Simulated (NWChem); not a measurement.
# CHO, doublet; SMILES [CH]=O

Program: NWChem. Spin-unrestricted. In the optimisation the excess spin sits in a' (Cs, its own frame). No stability test was run on the SCF state. Each level has its own optimisation; frequencies are unscaled.

```tsv
level	basis functions	r C–O (Å)	r C–H (Å)	highest harmonic frequency (cm⁻¹)	lowest (cm⁻¹)	zero-point energy (kcal/mol)	dipole (D)	relative time
PBE/3-21G	20	1.214	1.137	2548	1079	7.7	1.50	1
PBE/pcseg-1	33	1.189	1.145	2549	1075	7.9	1.56	2
PBE/aug-pcseg-1	55	1.188	1.142	2568	1061	7.9	1.50	6
PBE/pcseg-2	74	1.182	1.135	2561	1068	7.9	1.53	10
PBE/def2-TZVPP	76	1.182	1.136	2559	1073	7.9	1.47	10
```

The last column is a rough cost ratio, cheapest run = 1.
